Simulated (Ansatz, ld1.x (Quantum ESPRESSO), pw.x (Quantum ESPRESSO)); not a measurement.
Equation-of-state test of one PAW potential (Ge (Z = 32))

Ge, PAW, made with ld1.x (Quantum ESPRESSO) 7.5 (PBEsol, scalar-relativistic). Core [Ar] 3d10, reference 4s1.5 4p2.5. Waves: 4s (bound): rcut 1.45, rcutus 1.75 bohr; 4s channel at 2 Ry: rcut 1.45, rcutus 1.75 bohr; 4p (bound): rcut 1.55, rcutus 1.90 bohr; 4p channel at 1.45 Ry: rcut 1.55, rcutus 1.90 bohr; 4d channel at 0.1 Ry: rcut 1.50, rcutus 1.95 bohr. Local part: all-electron potential smoothed inside 1.30 bohr (lloc = -1). Core correction: Bessel-smoothed model core inside 1.65 bohr. Augmentation charge: PSQ, inside the norm-conserving radii.

Crystal test: diamond Ge in pw.x 7.5, no spin, 8³ k-points, Fermi–Dirac smearing 0.01 Ry, cutoffs 40/320 Ry. The lattice is a test structure that the element need not adopt, and mesh and smearing are coarse.

pw.x input:

```
&control
  calculation='scf', prefix='x', pseudo_dir='./', outdir='./tmp', tstress=.true., disk_io='none'
/
&system
  ibrav=0, nat=2, ntyp=1, ecutwfc=40, ecutrho=320, nbnd=11,
  occupations='smearing', smearing='fd', degauss=0.01
/
&electrons
  conv_thr=1e-09, mixing_beta=0.4, electron_maxstep=70
/
ATOMIC_SPECIES
Ge 1.0 Ge.UPF
CELL_PARAMETERS angstrom
  0.00000000 2.83858158 2.83858158
  2.83858158 0.00000000 2.83858158
  2.83858158 2.83858158 0.00000000
ATOMIC_POSITIONS crystal
Ge 0.0000 0.0000 0.0000
Ge 0.2500 0.2500 0.2500
K_POINTS automatic
8 8 8 0 0 0
```

```bash
pw.x < Ge.scf.in > Ge.scf.out
```

Task: How does the run end?

Result: It converges; the pressure is 0.20 GPa against 0.03 GPa from all-electron LAPW.  The log shows:

```
     number of Kohn-Sham states=           11
     kinetic-energy cutoff     =      40.0000  Ry
     charge density cutoff     =     320.0000  Ry
     scf convergence threshold =      1.0E-09
     Exchange-correlation= SLA  PW   PSX  PSC
     number of k points=    29  Fermi-Dirac smearing, width (Ry)=  0.0100
     iteration #  1     ecut=    40.00 Ry     beta= 0.40
     total energy              =    -322.07752167 Ry
     estimated scf accuracy    <       0.05124523 Ry
     iteration #  2     ecut=    40.00 Ry     beta= 0.40
     total energy              =    -322.07417271 Ry
     estimated scf accuracy    <       0.01259475 Ry
     iteration #  3     ecut=    40.00 Ry     beta= 0.40
     total energy              =    -322.07511478 Ry
     estimated scf accuracy    <       0.00014509 Ry
     iteration #  4     ecut=    40.00 Ry     beta= 0.40
     total energy              =    -322.07513043 Ry
     estimated scf accuracy    <       0.00000139 Ry
     iteration #  5     ecut=    40.00 Ry     beta= 0.40
     total energy              =    -322.07513119 Ry
     estimated scf accuracy    <       0.00000020 Ry
     iteration #  6     ecut=    40.00 Ry     beta= 0.40
     total energy              =    -322.07513121 Ry
     estimated scf accuracy    <          1.1E-09 Ry
     iteration #  7     ecut=    40.00 Ry     beta= 0.40
     the Fermi energy is     5.5942 ev
!    total energy              =    -322.07513122 Ry
     estimated scf accuracy    <          4.9E-10 Ry
     smearing contrib. (-TS)   =      -0.00072422 Ry
     The total energy is F=E-TS. E is the sum of the following terms:
     one-electron contribution =       5.51118403 Ry
     hartree contribution      =       1.15173373 Ry
     xc contribution           =     -17.77694177 Ry
     ewald contribution        =     -16.06757845 Ry
     one-center paw contrib.   =    -294.89280454 Ry
     convergence has been achieved in   7 iterations
          total   stress  (Ry/bohr**3)                   (kbar)     P=        2.05
     Message from routine punch:
     Nothing written, as per user request (disk_io='none')
```
